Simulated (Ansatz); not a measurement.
AlPO₄ (P3₂21, No. 154) was calculated with LDA (PAW; Ansatz, a program for electronic structure).

Run with plane-wave cutoff 520 eV, 6×6×4 k mesh (along the axes of the cell as run), scalar-relativistic PAW data made under PBE.

Cell (relaxed at this level):

```
AlO4P
1.0
    4.88387     0.00000     0.00000
   -2.44194     4.22956     0.00000
    0.00000     0.00000    10.84662
Al P O
3 3 12
Direct
  0.46125   0.00000   0.16667
  0.00000   0.46125   0.83333
  0.53875   0.53875   0.50000
  0.46031   0.00000   0.66667
  0.00000   0.46031   0.33333
  0.53969   0.53969   0.00000
  0.41492   0.30146   0.10586
  0.30146   0.41492   0.89414
  0.69854   0.11346   0.77253
  0.58508   0.88654   0.56081
  0.88654   0.58508   0.43919
  0.11346   0.69854   0.22747
  0.41079   0.26671   0.61988
  0.26671   0.41079   0.38012
  0.73329   0.14408   0.28655
  0.58921   0.85592   0.04679
  0.85592   0.58921   0.95321
  0.14408   0.73329   0.71345
```

Q: Estimate the Voigt–Reuss–Hill bulk modulus, polycrystal shear modulus (Hill average), Young modulus and Poisson ratio that the calculation returns.

A: 
- Voigt–Reuss–Hill bulk modulus = 30.6 GPa
- polycrystal shear modulus (Hill average) = 28.6 GPa
- Young modulus = 65.4 GPa
- Poisson ratio = 0.143

Note: the relaxation could not lower the start's symmetry, so the cell can be a saddle point above a distorted one.

Elastic constants are with the ions relaxed.

It cost very roughly 70 core-minutes of CPU time.
